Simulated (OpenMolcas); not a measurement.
# SiH2O (SMILES O=[SiH2]): methods side by side

The species is SiH2O (4 atoms), meant as a singlet with charge 0. SMILES: `O=[SiH2]`. The shape is that of a PBE0-D4/def2-TZVP optimisation.

Each level gives the dipole moment (D). The values are calculated.

| level | kind | program | value (D) |
| --- | --- | --- | --- |
| SVWN5/def2-TZVPP | LDA | OpenMolcas | 3.48 |
| PBE/def2-TZVPP | GGA | OpenMolcas | 3.38 |
| revPBE/def2-TZVPP | GGA | OpenMolcas | 3.35 |
| M06-L/def2-TZVPP | meta-GGA | OpenMolcas | 3.50 |
| TPSS/def2-TZVPP | meta-GGA | OpenMolcas | 3.42 |
| BHLYP/def2-TZVPP | global hybrid | OpenMolcas | ? |
| M06-2X/def2-TZVPP | hybrid meta-GGA | OpenMolcas | 3.94 |
| PBE0/def2-TZVPP | global hybrid | OpenMolcas | ? |

Q: Estimate what the levels marked ? give.

A: As computed at these levels: BHLYP/def2-TZVPP: 3.99 D; PBE0/def2-TZVPP: 3.69 D. The values span 3.35 to 3.99 D.
